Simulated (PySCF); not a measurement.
BS, CCSD(T): how much the basis matters

PySCF, ROHF reference; doublet, unpaired electrons σ ↑; De to B + S without counterpoise correction. Frozen cores follow the default of each basis and core potential.

```tsv
basis	relativity	functions	Re (Å)	ωe (cm⁻¹)	De (eV)	frozen orbitals
STO-3G	no relativity	14	1.588	1361	n/a	6
def2-SVP	no relativity	32	1.626	1199	5.56	6
def2-SVPD	no relativity	47	1.632	1177	5.46	6
x2c-TZVPPall	spin-free X2C	73	1.620	1172	5.57	6
```

Task: How does each smaller set differ from the one with most functions, x2c-TZVPPall?

Result: STO-3G: -3.2 pm, +16.1 % in ωe; def2-SVP: +0.6 pm, +2.3 % in ωe, -0.01 eV in De; def2-SVPD: +1.2 pm, +0.4 % in ωe, -0.11 eV in De. All at CCSD(T); the set with most functions is neither the basis-set limit nor always the best. The rows treat relativity differently, so the differences are not basis effects alone.

Correlated steps freeze 6 core orbitals. Correlated levels converge slowly with the basis: in double zeta they bind strong bonds too weakly, by up to about 1 eV, and carry superposition errors of some tenths. The CCSD T1 diagnostic is raised in BS, a sign that a single reference may not be enough there. STO-3G is very small, so such numbers show the basis as much as the molecule. The state was picked by a PBE0 search and need not be the measured ground state.
